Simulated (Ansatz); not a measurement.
How far each method lies from UCCSDT(Q) for [GeH3···H···SiH3], doublet

Geometry: a point of a hydrogen-transfer path between rigid fragments, not a stationary point.

```xyz
9

Ge   -1.1133    0.0000    0.0000
H    -1.6247    1.4466    0.0000
H    -1.6247   -0.7233    1.2528
H    -1.6247   -0.7233   -1.2528
H     1.2337    0.0000    0.0000
Si    2.6737    0.0000    0.0000
H     3.1237   -1.4163    0.0000
H     3.1237    0.7081   -1.2265
H     3.1237    0.7081    1.2265
```

Basis cc-pVDZ; Ansatz 0.2.0. Only valence electrons are correlated (noble-gas cores and the filled d shells of p-block atoms frozen), which leaves 15 electrons in 61 orbitals. R marks a restricted (for open shells ROHF) determinant, U an unrestricted one. No spin–orbit coupling is included, and no scalar relativity.

Full CI isn't at hand for all of this; UCCSDT(Q) serves as the reference, and is uncertain by about the last step of the cluster series.

The UHF ⟨S²⟩ is 0.756 and the T1 diagnostic (RCCSD) is 0.0140. The largest doubles amplitude (RCCSD) is 0.027 and the T1 diagnostic (UCCSD) is 0.0114.

Q: From what is known of these methods and the diagnostics, rank them by the size of their error in total energy against UCCSDT(Q) in cc-pVDZ, smallest first (an estimate: the text doesn't fix the numbers).
A. UMP2
B. UHF
C. UCCSD
D. UCCSDT
E. UCCSD(T)

A: D (0.3 kJ/mol), E (3.5 kJ/mol), C (16.8 kJ/mol), A (164.6 kJ/mol), B (723.1 kJ/mol).

All errors are against UCCSDT(Q) in cc-pVDZ. Within each family the higher level lies nearer, as is usual though not guaranteed.
